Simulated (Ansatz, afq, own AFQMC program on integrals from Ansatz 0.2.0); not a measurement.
# CHAl, triplet: AFQMC among the cluster methods

```yaml
atoms:
  - { symbol: Al, position_ang: [0.0000, 0.0000, 0.1051] }
  - { symbol: C, position_ang: [0.0000, 0.0000, -1.8111] }
  - { symbol: H, position_ang: [0.0000, 0.0000, 1.7060] }
```

Connectivity, by distances: AlH–C.

Basis cc-pVDZ. Noble-gas cores (and the filled d shells of Ga–Kr and In–Xe) are frozen. Integrals, coupled cluster, full CI and functionals: Ansatz 0.2.0; the random walks run on the same integrals in our own AFQMC program. The CISD trial takes its coefficients from CCSD amplitudes. Released means that phaseless walkers are propagated on without the constraint, phases kept. Free projection: walkers drawn from exp(T), propagated without any constraint. Its projection time is finite, and what remains of the start isn't in its error. Error bars are statistical, one sigma.

Determinant: UHF, the one that the program's search chose, which needn't be the lowest solution. The geometry is a PBE0/def2-TZVP stationary point of this or a neighbouring charge and spin state.

No full CI on the walks' own integrals is used here; CCSDT(Q) serves as the reference and is uncertain by about the last step of the cluster series.

* T1 diagnostic: 0.0361
* weight of the determinant in the CISD state: 0.869
* ⟨S²⟩ of the determinant: 2.009
* size of the correlated space: 8 electrons in 31 orbitals

| level | correlation energy (eV) |
| --- | --- |
| MP2 | -3.9371 |
| CCSD | -4.7620 |
| CCSD(T) | -4.9836 |

**Question.** Estimate where phaseless AFQMC with a CISD trial lies against CCSD(T) on the same integrals.

**Answer.** 7.5 ± 13.3 meV below CCSD(T). The gap is under twice the noise, so this walk alone can't tell the two apart.

Reference: CCSDT(Q), correlation energy -5.063 eV. The released energy is read at 2.40 1/Eh (meV from the phaseless value at times in 1/Eh: -10 ± 14 at 0.24, -32 ± 11 at 0.51, -23 ± 13 at 0.99, -52 ± 16 at 1.62, -45 ± 24 at 2.40).

| level | E − E(reference) (meV) | share of correlation (%) |
| --- | --- | --- |
| CCSD(T) | 79.1 | 98.44 |
| CCSDT | 25.6 | 99.50 |
| ph-AFQMC/HF | 76.4 ± 55.3 | 98.49 |
| ph-AFQMC/CISD | 71.6 ± 13.3 | 98.59 |
| released AFQMC | 26.1 ± 23.8 | 99.48 |
| free AFQMC | 21.3 ± 19.5 | 99.58 |

Free projections are given only where their last times agree within the noise and don't stop above the reference; a slow remainder of the start can still hide under it. A walk keeps the symmetry of its determinant, which the program's search chose and which needn't be the lowest solution, so a lower state of the same spin and another symmetry isn't excluded. Released energies are given only where the last usable release times agree within the noise; a slower fall can still hide under it.
